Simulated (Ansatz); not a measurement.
fcc Cu, treated with PBEsol (plane waves, PAW; Ansatz, a quantum-chemistry and plane-wave program).

A relaxed, unreconstructed slab of the (310) face has 20 atoms, two equal faces of 20.078 Å² each and an energy of -131770.4708 eV. A bulk cell of 10 atoms with the same orientation and in-plane k mesh has -65887.7543 eV. Energies are extrapolated to zero smearing.

Run with plane-wave cutoff 500 eV, 16×10×1 k mesh (along the axes of the cell as run), Fermi–Dirac smearing 0.1 eV, scalar-relativistic PAW data made under PBE.

Worked out: γ = (E_slab − N E_bulk per atom)/2A = [-131770.4708 − 20 × (-65887.7543/10)]/(2 × 20.078) = 0.1255 eV/Å². With 16.022 J/m² per eV/Å² this is 2.01 J/m², or 2.52 eV per surface cell and face.
